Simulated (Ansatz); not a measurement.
# BSiH (singlet): the correlation ladder at angle Si1–B2–H3 = 90.7°, 6-31G

Aim: climb from Hartree-Fock through coupled cluster and multireference methods for BSiH (singlet) at one geometry and basis, and see what each rung misses.

The runs use Ansatz 0.2.0, Gaussian basis; 6-31G, core rule «outside noble gas», up to 6 orbitals frozen.

The runs, in order: UHF; CCSD(T) on RHF; CCSD(T) on UHF; BCCD(T) on RHF; CISD; CCSDT(Q) on RHF; CCSDT(Q) on UHF; CCSDTQ on RHF; CCSDTQ on UHF; CASSCF and MRCISD+Q, 2 electrons in 2 orbitals; CASSCF and NEVPT2, 2 electrons in 2 orbitals; CASSCF and MRCISD+Q, 8 electrons in 9 orbitals; CASSCF and NEVPT2, 8 electrons in 9 orbitals; Full CI.

11 further runs of the same task are left out: 1 for a mislabelled method, 6 that didn't finish, 4 set aside as unsound or not needed.

**1. What is computed**

The geometry derives from a PBE0/def2-TZVP stationary point (not a proven minimum). One angle is set to the value named; bond lengths are kept.

3 atoms, charge 0, spin multiplicity 1.

Atoms are counted from 1 here; the program's logs count them from 0.

Bond lengths: Si1–B2 1.895 Å, B2–H3 1.186 Å. Angles: Si1–B2–H3 90.7°.

**2. UHF**

Input file in.yaml:

```yaml
crystal:
  periodic: [false, false, false]
  atoms:
    - {symbol: Si, position_ang: [0.373420, 0.000000, 0.420632]}
    - {symbol: B, position_ang: [-0.958441, 0.000000, -0.927601]}
    - {symbol: H, position_ang: [-0.124975, 0.000000, -1.771312]}
basis:
  gaussian: {orbitals: 6-31G}
magnetization: {spin_polarized: true, initial_magnetization: 0}
hamiltonian: {xc: hf}
output: {orbitals: {seedname: orbitals}}
```

Launch:

```sh
$ ansatz run in.yaml --threads 1 --pin off --events-out ev --progress --plain --max-ram 2393MiB
```

The runs that follow: CCSD(T) on RHF; CCSD(T) on UHF; BCCD(T) on RHF; CISD; CCSDT(Q) on RHF; CCSDT(Q) on UHF; CCSDTQ on RHF; CCSDTQ on UHF; CASSCF and MRCISD+Q, 2 electrons in 2 orbitals; CASSCF and NEVPT2, 2 electrons in 2 orbitals; CASSCF and MRCISD+Q, 8 electrons in 9 orbitals; CASSCF and NEVPT2, 8 electrons in 9 orbitals; Full CI.

**Question.** What will the summary of the whole plan be? Wanted: FCI below the RHF energy; RMP2 from FCI; RCCSD from FCI; RCCSD(T) from FCI; RCCSDT(Q) from FCI; NEVPT2 pair from FCI; MRCISD+Q pair from FCI; NEVPT2 valence from FCI; T1 diagnostic.

**Answer**, as computed:

```
                         quantity                                                         value
         FCI below the RHF energy                                                    -4.0609 eV
                    RMP2 from FCI                                                   +1057.5 meV
                   RCCSD from FCI                                                    +265.7 meV
                RCCSD(T) from FCI                                                     +56.6 meV
               RCCSDT(Q) from FCI                                                      -3.1 meV
             NEVPT2 pair from FCI                                                    +997.1 meV
           MRCISD+Q pair from FCI                                                    +175.4 meV
          NEVPT2 valence from FCI                                                    +237.6 meV
levels within 1 kcal/mol (43 meV)  RCCSDT, RCCSDT(Q), RCCSDTQ, MRCISD valence, MRCISD+Q valence
                    T1 diagnostic                                                         0.061
   effectively unpaired electrons                                                          0.38
```

**Reading.** RCCSD(T) misses by +56.6 meV, 1.4 % of the correlation energy. RCCSDT(Q) falls below full CI, which methods that aren't variational can do. The occupations show some static correlation. Of the multireference levels listed MRCISD+Q valence comes nearest in total energy (+9.1 meV), which doesn't show that its space is the better one. Coupled cluster took another determinant than the lowest Hartree-Fock one. These misses are within one basis, not against nature.
